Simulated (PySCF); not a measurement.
A structure optimised at LC-wPBE/def2-SV(P) (Å):
```
atom  x, y, z in Å
C1    -2.8913    0.8981   -0.4159
C2    -1.8214    0.3178    0.1322
C3    -0.4421    0.5998   -0.2581
C4     0.6313    0.0160    0.2939
C5     2.0106    0.2979   -0.0965
C6     3.0804   -0.2824    0.4519
H7    -3.9063    0.6531   -0.0885
H8    -2.7902    1.6418   -1.2145
H9    -1.9592   -0.4225    0.9296
H10   -0.2973    1.3394   -1.0556
H11    0.4865   -0.7237    1.0913
H12    2.1485    1.0381   -0.8940
H13    2.9784   -1.0260    1.2506
H14    4.0954   -0.0375    0.1245
```

Charge 0, singlet.

Task: Which heavy atoms are bonded, and with what formal order?

Result: C1–C2 1.33 Å (double); C2–C3 1.46 Å (single); C3–C4 1.34 Å (double); C4–C5 1.46 Å (single); C5–C6 1.33 Å (double). Bonds to hydrogen (Å): C1–H7 1.09; C1–H8 1.10; C2–H9 1.10; C3–H10 1.10; C4–H11 1.10; C5–H12 1.10; C6–H13 1.10; C6–H14 1.09.

Task: Write the SMILES.

Result: `C=C/C=C/C=C`, C6H8.

Task: What is the point group of this geometry?

Result: C2h (tolerance 0.08 Å).

Task: Classify the heavy atoms.

Result: C1/C6: terminal =CH2 carbon; C2/C5: alkene CH carbon; C3/C4: alkene CH carbon.

Task: What is the arrangement about C2?

Result: It has 3 neighbours (C1, C3, H9) and is planar (angles 124.3°, 119.4° and 116.3°, sum 360.0°, 0.00 Å off the plane of its three neighbours).

Task: What is the arrangement about C3?

Result: It has 3 neighbours (C2, C4, H10) and is planar (angles 124.2°, 119.2° and 116.7°, sum 360.0°, 0.00 Å off the plane of its three neighbours).

The numbers are calculated, not measured.
